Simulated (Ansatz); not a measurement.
`CCCl`: measurement beside calculation (Ansatz, PBE0-D4/def2-TZVP geometry).

Z-matrix (Å, degrees):
```
C
C 1 1.507
H 1 1.091 2 111.0
H 1 1.094 2 109.6 3 119.7
H 1 1.091 2 111.0 3 -120.6
Cl 2 1.788 1 111.4 3 60.3
H 2 1.089 1 111.9 3 179.1
H 2 1.089 1 111.9 3 -58.5
```

Enthalpy of formation at 298 K: -26.8 kcal/mol (zero for an element's reference state; older measured values of the G2 set, as listed by Staroverov and co-workers, J. Chem. Phys. 119, 12129, 2003). With their computed zero-point and thermal terms and the atoms' enthalpies of Curtiss and co-workers (1997) it gives an electronic atomization energy of 691.1 kcal/mol.

```
             level  atomization (kcal/mol)   error  error per bond
       LDA (SPW92)                   783.7    92.6            13.2
            PBE-D4                   703.6    12.6             1.8
         revPBE-D4                   689.2    -1.8            -0.3
           BLYP-D4                   687.1    -3.9            -0.6
         r2SCAN-D4                   693.4     2.3             0.3
            B97M-V                   693.8     2.7             0.4
           PBE0-D4                   695.9     4.8             0.7
          B3LYP-D4                   691.3     0.2             0.0
        r2SCANh-D4                   690.9    -0.2             0.0
        r2SCAN0-D4                   687.2    -3.8            -0.5
          HSE06-D4                   696.3     5.3             0.8
          BHLYP-D4                   676.1   -15.0            -2.1
      CAM-B3LYP-D4                   693.3     2.2             0.3
           ωB97X-V                   692.5     1.4             0.2
           ωB97M-V                   694.0     2.9             0.4
            B2PLYP                   685.0    -6.1            -0.9
          PBE-QIDH                   691.0    -0.1             0.0
               PBE                   701.0     9.9             1.4
            revPBE                   679.6   -11.5            -1.6
              BLYP                   681.0   -10.1            -1.4
            r2SCAN                   692.8     1.7             0.2
              PBE0                   693.6     2.6             0.4
             B3LYP                   687.0    -4.1            -0.6
           r2SCANh                   690.2    -0.9            -0.1
           r2SCAN0                   686.5    -4.6            -0.7
             HSE06                   694.3     3.2             0.5
             BHLYP                   673.1   -18.0            -2.6
         CAM-B3LYP                   691.1     0.0             0.0
           LC-ωPBE                   689.1    -2.0            -0.3
     HF/def2-TZVPP                   522.3  -168.7           -24.1
    MP2/def2-TZVPP                   683.1    -8.0            -1.1
SCS-MP2/def2-TZVPP                   681.4    -9.7            -1.4
   CCSD/def2-TZVPP                   668.4   -22.7            -3.2
CCSD(T)/def2-TZVPP                   676.6   -14.4            -2.1
     HF/def2-QZVPP                   522.9  -168.2           -24.0
    MP2/def2-QZVPP                   692.2     1.1             0.2
SCS-MP2/def2-QZVPP                   691.5     0.4             0.1
      HF/CBS(def2)                   523.0  -168.1           -24.0
     MP2/CBS(def2)                   698.6     7.5             1.1
    CCSD/CBS(def2)                   683.9    -7.2            -1.0
 CCSD(T)/CBS(def2)                   692.2     1.1             0.2
```

Functionals use def2-TZVPP; B3LYP here is the variant with VWN-RPA as its local correlation; programs differ in this. The calculations leave out spin–orbit coupling, scalar relativity and, for the correlated methods, core correlation; together these are worth up to about 1 kcal/mol a heavy atom. HSE06 is defined as in plane-wave codes. CBS adds triple-zeta CCSD(T) − MP2 to the MP2 limit. T1 = 0.009.
